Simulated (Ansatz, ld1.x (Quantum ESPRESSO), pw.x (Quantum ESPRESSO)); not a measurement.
**What a changed setting does to a pw.x run (bcc W)**

Potential: PAW, ld1.x (Quantum ESPRESSO) 7.5, PBEsol; core [Kr] 4d10 4f14, reference 5s2 5p6 5d4 6s2 6p0; waves: 5s (bound): rcut 1.35, rcutus 1.75 bohr; 6s (bound): rcut 1.35, rcutus 1.75 bohr; 5p (bound): rcut 1.65, rcutus 1.75 bohr; 6p (bound, empty): rcut 1.65, rcutus 1.75 bohr; 5d (bound): rcut 2.05, rcutus 2.55 bohr; 5d channel at 2.35 Ry: rcut 2.05, rcutus 2.55 bohr; local part: all-electron potential smoothed inside 2.05 bohr (lloc = -2); core correction: Bessel-smoothed model core, default radius (core density twice the valence density); augmentation: BESSEL, radius 1.05 bohr.

The reference run (k-mesh 15³, cutoffs 55/440 Ry, Fermi–Dirac 0.01 Ry, mixing_beta 0.4, conv_thr 1e-9, no spin) gives 1.81 GPa at 15.687 Å³/atom, where all-electron LAPW gives 0.22 GPa. This run, with its own iteration cap, changes degauss to 1e-05, a wrong or extreme entry chosen on purpose.

```
&control
  calculation='scf', prefix='x', pseudo_dir='./', outdir='./tmp', tstress=.true., disk_io='none'
/
&system
  ibrav=0, nat=1, ntyp=1, ecutwfc=55, ecutrho=440, nbnd=15,
  occupations='smearing', smearing='fd', degauss=1e-05
/
&electrons
  conv_thr=1e-09, mixing_beta=0.4, electron_maxstep=70
/
ATOMIC_SPECIES
W 1.0 W.UPF
CELL_PARAMETERS angstrom
  -1.57698163 1.57698163 1.57698163
  1.57698163 -1.57698163 1.57698163
  1.57698163 1.57698163 -1.57698163
ATOMIC_POSITIONS crystal
W 0.0000 0.0000 0.0000
K_POINTS automatic
15 15 15 0 0 0
```

```bash
pw.x < W.scf.in > W.scf.out
```

Question: How does the run end?

Answer: It converges in 9 iterations; the free energy moves by +12.8 meV/atom and the pressure by +0.15 GPa. With next to no smearing the run approaches the zero-width result on this mesh, which converges more slowly with k-points.

```
Message from routine setup:
     using ibrav=0 with symmetry is DISCOURAGED, use correct ibrav instead
     lattice parameter (alat)  =       5.1616  a.u.
     unit-cell volume          =     105.8611 (a.u.)^3
     number of electrons       =        14.00
     number of Kohn-Sham states=           15
     kinetic-energy cutoff     =      55.0000  Ry
     charge density cutoff     =     440.0000  Ry
     scf convergence threshold =      1.0E-09
     Exchange-correlation= SLA  PW   PSX  PSC
     number of k points=   120  Fermi-Dirac smearing, width (Ry)=  0.0000
     iteration #  1     ecut=    55.00 Ry     beta= 0.40
     negative rho (up, down):  5.102E-04 0.000E+00
     total energy              =    -750.80954620 Ry
     estimated scf accuracy    <       0.20929315 Ry
     iteration #  2     ecut=    55.00 Ry     beta= 0.40
     negative rho (up, down):  8.907E-03 0.000E+00
     total energy              =    -750.80914323 Ry
     estimated scf accuracy    <       0.04844145 Ry
     iteration #  3     ecut=    55.00 Ry     beta= 0.40
     negative rho (up, down):  1.648E-02 0.000E+00
     total energy              =    -750.81181281 Ry
     estimated scf accuracy    <       0.00193033 Ry
     [... 3 iterations left out ...]
     iteration #  7     ecut=    55.00 Ry     beta= 0.40
     negative rho (up, down):  2.065E-02 0.000E+00
     total energy              =    -750.81240559 Ry
     estimated scf accuracy    <       0.00000012 Ry
     iteration #  8     ecut=    55.00 Ry     beta= 0.40
     negative rho (up, down):  2.067E-02 0.000E+00
     total energy              =    -750.81240613 Ry
     estimated scf accuracy    <          4.1E-09 Ry
     iteration #  9     ecut=    55.00 Ry     beta= 0.40
     negative rho (up, down):  2.067E-02 0.000E+00
     the Fermi energy is    22.3448 ev
!    total energy              =    -750.81240644 Ry
     estimated scf accuracy    <          5.1E-10 Ry
     smearing contrib. (-TS)   =      -0.00000010 Ry
     convergence has been achieved in   9 iterations
     negative rho (up, down):  2.067E-02 0.000E+00
          total   stress  (Ry/bohr**3)                   (kbar)     P=       19.62
     Message from routine punch:
     Nothing written, as per user request (disk_io='none')
```

The run took about 20 s on one core of a shared host (Neoverse-V1, 32 threads, 247 GiB, load 14).
